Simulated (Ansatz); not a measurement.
# F2H2Si: the cost of one run

All numbers below are computed with Ansatz 0.2.0 (RKS PBE0-D4/def2-SVP).

### Step 1. Starting point

Bond lengths: Si1–H2 1.660 Å, Si1–F3 1.790 Å, Si1–H4 1.459 Å, Si1–F5 1.589 Å. Angles: H2–Si1–F3 43.3°, H2–Si1–H4 122.2°, H2–Si1–F5 122.2°, F3–Si1–H4 122.7°, F3–Si1–F5 122.7°, H4–Si1–F5 109.5°.

Structure file:

```xyz
5

Si    0.0000    0.0000    0.0000
H     0.8854    0.0000    1.4041
F     1.7331    0.0000    0.4480
H    -0.6877    1.1914   -0.4862
F    -0.7489   -1.2974   -0.5295
```

### Step 2. Pulling towards end A

Springs on the bonds that form and break draw the guess towards this end; the thresholds are loose.

Input file input.yaml:

```yaml
crystal:
  periodic: [false, false, false]
  atoms:
    - { symbol: Si, position_ang: [0.0, 0.0, 0.0] }
    - { symbol: H, position_ang: [0.8854, 0.0, 1.4041] }
    - { symbol: F, position_ang: [1.7331, 0.0, 0.448] }
    - { symbol: H, position_ang: [-0.6877, 1.1914, -0.4862] }
    - { symbol: F, position_ang: [-0.7489, -1.2974, -0.5295] }
basis:
  gaussian: { orbitals: def2-SVP }
hamiltonian:
  xc: pbe0
  dispersion: d4
relax:
  f_tol: 0.15
  max_steps: 25
  restrain:
    - { distance: [1, 2], at: 2.12, k: 30.0 }
    - { distance: [0, 1], at: 1.46, k: 30.0 }
    - { distance: [0, 2], at: 1.59, k: 30.0 }
```

On the command line:

```console
ansatz run input.yaml --threads 1 --pin off --max-ram 2048MiB --backend cpu --events-out ev --progress --plain --runs-dir out
```

**Question.** How long does this run take on 1 thread of Arm Neoverse V2, shared host, and how much memory does it need?

About 6.7 s, with a peak of 0.11 GiB.
